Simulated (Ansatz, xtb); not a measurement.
## C3H5FO2: 7 structures ranked

7 gas-phase structures of C3H5FO2, from a drawn sample of its isomers (lower ones may exist). Each was relaxed with GFN2-xTB; where two conformers were screened, the lower at r2SCAN-D4/def2-SVP is listed:

A. `F[C@@H]1COCO1`, a singlet
B. `FC1OCCO1`, a singlet
C. `CO[C@@H]1O[C@H]1F`, a singlet
D. `O=C(O)CCF`, a singlet
E. `COCC(=O)F`, a singlet
F. `CO[C@]1(F)CO1`, a singlet
G. `C[C@H](F)OC=O`, a singlet

Make a reasoned guess at their ranking by r2SCAN-D4/def2-SVP single-point energy.

Calculated order at r2SCAN-D4/def2-SVP: D (0.000), G (0.211), B (0.748), E (0.759), A (1.052), F (1.893), C (2.047) eV. Less than 1 kcal/mol parts B and E, so the order within that pair means little.

Energies above the lowest of each column, in eV; the last columns are at B3LYP-D3(BJ)/def2-SVP geometries and were run for some of them only (a dash: not run or not comparable):

| structure | GFN2-xTB | HF/STO-3G | r2SCAN-D4/def2-SVP | B3LYP-D3(BJ)/def2-SVP | CCSD(T)/def2-SVP + ΔMP2/def2-TZVPP |
| --- | --- | --- | --- | --- | --- |
| D | 0.116 | 1.193 | 0.000 | 0.000 | 0.000 |
| G | 0.301 | 1.039 | 0.211 | 0.202 | 0.254 |
| B | 0.000 | 0.000 | 0.748 | 0.788 | – |
| E | 0.860 | 1.397 | 0.759 | 0.729 | – |
| A | 0.301 | 0.192 | 1.052 | – | – |
| F | 0.990 | 1.801 | 1.893 | – | – |
| C | 1.237 | 1.947 | 2.047 | – | – |

CCSD(T)/def2-SVP + ΔMP2/def2-TZVPP puts D lowest of those it was run on; GFN2-xTB picks B, HF/STO-3G picks B. Some further structures that were screened fall inside this span and aren't listed. Flexible structures stand in one conformer each, not always the lowest. Frequencies (B3LYP-D3(BJ)/def2-SVP) were run for D, G alone. ΔMP2 is the change of the MP2 energy from the smaller to the larger basis.

Over these structures GFN2-xTB departs from r2SCAN-D4/def2-SVP by 0.443 eV on average once a common shift is removed. A GFN2-xTB relaxation took about 0.094 s and the r2SCAN-D4/def2-SVP energy about 1.7 s on a shared host (Ansatz 0.2.0, xtb 6.7.1).
